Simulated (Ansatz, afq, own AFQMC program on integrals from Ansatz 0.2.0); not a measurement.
# Where AFQMC and coupled cluster stand for AlSiH, triplet

```yaml
atoms:
  - { symbol: Si, position_ang: [0.0000, -0.0360, 1.1654] }
  - { symbol: Al, position_ang: [0.0000, -0.0118, -1.2249] }
  - { symbol: H, position_ang: [0.0000, 1.3177, 0.3154] }
```

Connectivity, by distances: SiH–Al.

Basis 6-31G. Only valence electrons are correlated. Integrals, coupled cluster, full CI and functionals: Ansatz 0.2.0; the random walks run on the same integrals in our own AFQMC program. The CISD trial takes its coefficients from CCSD amplitudes. Released means that phaseless walkers are propagated on without the constraint, phases kept. Uncertainties: one standard error, sampling alone.

Determinant: UHF, the one that the program's search chose, which needn't be the lowest solution. The geometry is a PBE0/def2-TZVP stationary point of this or a neighbouring charge and spin state.

Full CI on the same integrals is exact in this basis and with this determinant's frozen core.

Cautions: the released energies have errors that jump between times, so the bars are unsure, so no released level is given (meV from the phaseless value at times in 1/Eh: -2.6 ± 0.8 at 0.24, -5.2 ± 0.6 at 0.51, -7.7 ± 0.5 at 0.99, -5 ± 7 at 1.62, -12.1 ± 0.5 at 2.40).

The T1 diagnostic is 0.0395, the weight of the determinant in the CISD state is 0.872 and the ⟨S²⟩ of the determinant is 2.047. The size of the correlated space is 8 electrons in 18 orbitals.

Reference: full CI, correlation energy -2.577 eV.

```
        level  E − E(reference) (meV)  share of correlation (%)
           HF                  2577.3                      0.00
          MP2                   839.4                     67.43
         CCSD                   107.8                     95.82
      CCSD(T)                    31.4                     98.78
        CCSDT                     6.7                     99.74
     CCSDT(Q)                     0.7                     99.97
       CCSDTQ                     0.3                     99.99
  ph-AFQMC/HF             94.0 ± 18.9                     96.35
ph-AFQMC/CISD              15.8 ± 0.7                     99.39
```

CCSDT and higher add their correlation energy to the determinant of the CCSD(T) run, since their own runs factorise the integrals more tightly (a shift of under 2 meV). A walk keeps the symmetry of its determinant, which the program's search chose and which needn't be the lowest solution, so a lower state of the same spin and another symmetry isn't excluded.
